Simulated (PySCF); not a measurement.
## NMR data sheet: CH3CF2CN

| Quantity | Value |
| --- | --- |
| Formula | C3H3F2N |
| SMILES | CC(F)(F)C#N |
| Point group of the computed structure | Cs |
| Degrees of unsaturation | 2 |
| Carbon signals | 3 |
| Proton signals | 1 |

Molfile (atoms numbered from 1):
```
C3H3F2N
     RDKit          3D

  9  8  0  0  0  0  0  0  0  0999 V2000
   -0.8795    0.4364    0.2818 C   0  0  0  0  0  0  0  0  0  0  0  0
    0.1838   -0.5375   -0.1397 C   0  0  0  0  0  0  0  0  0  0  0  0
   -0.1596   -1.1372   -1.3049 F   0  0  0  0  0  0  0  0  0  0  0  0
    0.3209   -1.5167    0.7858 F   0  0  0  0  0  0  0  0  0  0  0  0
    1.5062    0.1044   -0.3259 C   0  0  0  0  0  0  0  0  0  0  0  0
    2.5085    0.6476   -0.4547 N   0  0  0  0  0  0  0  0  0  0  0  0
   -1.8147   -0.1122    0.3966 H   0  0  0  0  0  0  0  0  0  0  0  0
   -0.6036    0.8977    1.2295 H   0  0  0  0  0  0  0  0  0  0  0  0
   -0.9953    1.2091   -0.4774 H   0  0  0  0  0  0  0  0  0  0  0  0
  1  2  1  0
  2  3  1  0
  2  4  1  0
  2  5  1  0
  5  6  3  0
  1  7  1  0
  1  8  1  0
  1  9  1  0
M  END
```

PySCF 2.14 calculation with NMR shieldings at B97-2/pcSseg-2/GIAO and PBE0-D3(BJ)/def2-TZVP structure; equivalent nuclei averaged, one conformer, no solvent, non-relativistic.

Referencing at the same level of theory: ¹H (σref 31.64), ¹³C (σref 185.38) vs TMS; ¹⁹F (σref 175.98) against CFCl3; NH3 for ¹⁵N (σref 261.75).

| carbon | δC, type | δH (multiplicity) | HMBC from (2–3 bonds) | span of the C tensor (ppm) |
| --- | --- | --- | --- | --- |
| C1 | 27.6, CH3 | 1.83 (m) | – | 44 |
| C2 | 117.5, C | – | H7/H8/H9 | 40 |
| C5 | 119.9, C | – | H7/H8/H9 | 345 |

Other nuclei:
```csv
atoms,nucleus,environment,δ (ppm),σ (ppm)
F3/F4,¹⁹F,fluorine of a CF2 group,-99.7,275.7
N6,¹⁵N,nitrile nitrogen,299.6,-37.8
```

Carbon types of the structure: 2 × C, 1 × CH3, which accounts for all hydrogens. δC 119.9: nitrile carbon; typical of a nitrile. δC 117.5: fully substituted sp3 carbon bonded to 2 F, α to a nitrile; 2 electronegative neighbours deshield it. δC 27.6: methyl carbon; aliphatic region, no heteroatom directly attached. δH 1.83: hydrogen on a methyl carbon.

Splittings by ¹⁹F in the carbon and heteronuclear signals aren't shown, as no couplings were computed. Shifts are as computed. Against solution values, carbons near 30 ppm lie about +3 ppm off and those near 130 ppm about +7 ppm. Of 1211 compounds with measured shifts, 218 miss one by over three times the rms of a fit or turn the order of signals round; such compounds aren't used in these exercises. Unscaled 19F shifts against computed CFCl3 carry errors that often reach 10 to 50 ppm. Experimental scales use liquid or dissolved standards, which lie at an offset from isolated NH3 (liquid NH3: subtract about 20 ppm). Unscaled 15N shifts of sp2 nitrogen come out 20 to 40 ppm too high even then.
